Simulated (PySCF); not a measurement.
**Induced dipoles and field energies**

Species: C3H3NS.
Cartesian coordinates in Å at the GFN2-xTB level; atoms count from 1:
```
atom  x, y, z in Å
C1    -1.0084   -0.4520    0.6333
C2    -0.6509    0.7008    0.1021
S3     1.0030    1.2450   -0.2300
C4     1.8758   -0.0836    0.3098
N5     2.4815   -0.9854    0.6749
H6    -0.2935   -1.2020    0.9268
H7    -2.0484   -0.6789    0.7911
H8    -1.3501    1.4655   -0.1978
```

Level: CAM-B3LYP/def2-SVPD (PySCF); nuclei fixed, core orbitals frozen in the response. Permanent dipole (-3.091, 1.886, -0.662) D (1 au = 2.5417 D). Static polarisability (au):

```
x   69.71 -2.11 -0.75
y   -2.11 61.84 -9.82
z   -0.75 -9.82 43.80
```

Only the terms in μ and α are kept: μ(F) = μ + αF and ΔE = −μ·F − ½ F·αF.

Question: A field of 0.002 au (0.103 V/Å) is applied along each axis in both senses. Find the induced dipole, the size of the total dipole and the two energy terms.

Answer: 
```
field along  induced x (D)  induced y (D)  induced z (D)  total size (D)  −μ·F (kJ/mol)  −½F·αF (kJ/mol)
         +x          0.354         -0.011         -0.004           3.384         +6.386           -0.366
         −x         -0.354          0.011          0.004           3.988         -6.386           -0.366
         +y         -0.011          0.314         -0.050           3.869         -3.896           -0.325
         −y          0.011         -0.314          0.050           3.512         +3.896           -0.325
         +z         -0.004         -0.050          0.223           3.625         +1.368           -0.230
         −z          0.004          0.050         -0.223           3.750         -1.368           -0.230
```

Question: For the field (0.0016, -0.0008, -0.0014) au, what is the induced dipole, and what angle does it make with the field?

Answer: αF = (0.290, -0.099, -0.139) D, at 15.2° to the field. The polarisability along this direction, F·αF/F², is 56.33 au, against a mean of 58.45 au.

Question: Which field along μ doubles the dipole in that direction (linear response)?

Answer: The polarisability along the dipole is 70.20 au, so F = 1.4482 au / 70.20 au = 0.0206 au = 1.06 V/Å; higher-order terms are ignored.

Question: What field makes μF equal to kT at 400 K?

Answer: kT = 1.2667 × 10⁻³ Eh, so F = 0.000875 au = 4.5 MV/cm.

Question: Induction energy −ᾱe²/2R⁴ of a unit charge at 12 Å, the molecule taken as a point?

Answer: R = 22.68 bohr, so the energy is −58.4/(2 × 22.68⁴) Eh = -0.29 kJ/mol. The charge–dipole term at its most favourable orientation, −μe/R², is -7.39 kJ/mol.

The structure is a single GFN2-xTB conformer in the gas phase; no vibrational or solvent corrections.

The run behind these numbers computed excited states as well. The run took 13 s wall on one thread, Arm Neoverse V1, shared host.
